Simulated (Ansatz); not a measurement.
1T (CdI2-type) SnSe2 was calculated with r²SCAN (plane waves, PAW; Ansatz, a quantum-chemistry and plane-wave program).

Settings: plane-wave cutoff 600 eV, 12×12×6 k mesh (along the axes of the cell as run), finite displacements, scalar-relativistic PAW data made under PBE.

Cell (measured lattice):

```cif
data_Se2Sn
_chemical_formula_sum 'Sn1 Se2'
_space_group_name_H-M_alt 'P-3m1'
_space_group_IT_number 164
_space_group_name_Hall '-P 3 2"'
_cell_length_a 3.81100
_cell_length_b 3.81100
_cell_length_c 6.14000
_cell_angle_alpha 90.000
_cell_angle_beta 90.000
_cell_angle_gamma 120.000
loop_
_atom_site_label
_atom_site_type_symbol
_atom_site_symmetry_multiplicity
_atom_site_Wyckoff_symbol
_atom_site_fract_x
_atom_site_fract_y
_atom_site_fract_z
_atom_site_occupancy
Sn1 Sn 1 a 0.00000 0.00000 0.00000 1
Se1 Se 2 d 0.33333 0.66667 0.25643 1
```

**Question.** Estimate the high-frequency dielectric constant (mean over three axes) and static dielectric constant (mean over three axes) that the calculation returns.

**Answer.** 
high-frequency dielectric constant (mean over three axes): 9.55
static dielectric constant (mean over three axes): 16.9

Note: the cell isn't this level's own, so it is under some stress, which shifts stiffness and frequencies.

Spin–orbit coupling is not included.

Cost on a shared machine: about 80 core-minutes (a rough figure).
